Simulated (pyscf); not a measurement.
•H₂C–CH₂–CH₂–CH₂–CH₃ → H₃C–CH₂–CH₃ + •HC=CH₂ (1,1-elimination; doublet surface; C–C, C–H broken, C–H formed). Structures and frequencies: ωB97X-D3(BJ)/def2-SVP in PySCF. Energies in kcal/mol from the reactant's lowest minimum found.

| level | barrier | reaction energy |
|---|---|---|
| ωB97X-D3(BJ)/def2-TZVP | 87.5 | +37.3 |
| PBE/def2-TZVP | … | +33.3 |
| r²SCAN/def2-TZVP | 82.9 | +35.4 |
| B3LYP-D3(BJ)/def2-TZVP | … | … |
| M06-2X/def2-TZVP | 86.0 | +34.9 |
| ωB97M-D3(BJ)/def2-TZVP | 85.3 | +35.0 |

Fill in the missing entries.


- PBE/def2-TZVP, barrier: 77.5
- B3LYP-D3(BJ)/def2-TZVP, barrier: 83.4
- B3LYP-D3(BJ)/def2-TZVP, reaction energy: +33.1

The functionals in the table span 10.1 kcal/mol in this barrier, from PBE to ωB97X-D3(BJ). The same reactants have a lower exit, to H₂C=CH–CH₂–CH₂–CH₃ + H• (no saddle counted: cutting one bond, which may have a small barrier of its own, costs +37.3 kcal/mol at ωB97M-D3(BJ), against +85.3 kcal/mol here). •H₂C–CH₂–CH₂–CH₂–CH₃ lies 6.6 kcal/mol over its isomer H₃C–CH₂–C•(CH₃)–CH₃, and others may lie lower still (electronic energy, ωB97M-D3(BJ)). One saddle was located; it need not be the lowest between these sides.
